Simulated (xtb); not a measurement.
SiH4, SMILES [SiH4]. All values are semi-empirical tight-binding results from xtb (GFN2-xTB unless named), good for trends rather than for accurate numbers. Geometry: GFN2-xTB. The isomer is the one that the SMILES or the coordinates give; other isomers of the formula were not compared.

Optimised geometry:

```xyz
5

Si     0.0000     0.0000     0.0000
H      0.8433    -0.8433    -0.8433
H     -0.8433    -0.8433     0.8433
H     -0.8433     0.8433    -0.8433
H      0.8433     0.8433     0.8433
```
Charge 0, spin multiplicity 1.

Computed properties:
The point group as xtb finds it is Td, the orbital gap is 6.71 eV and the dipole moment comes out as 0.00 D. The zero-point energy comes out as 18.8 kcal/mol and the G − E(el) at 298.15 K (modified RRHO) is 6.7 kcal/mol. The static polarisability (D4 model) is 34.2 bohr³, the solvation energy, GFN2-xTB/ALPB(water) is 1.3 kcal/mol and the solvation energy, GFN2-xTB/ALPB(benzene) is 1.0 kcal/mol.

**Question.** Give the atomic charges. (Estimate from the structure and the level; the computed values follow.)

**Answer.** charges (e) Si1 0.43, H2 -0.11, H3 -0.11, H4 -0.11, H5 -0.11.
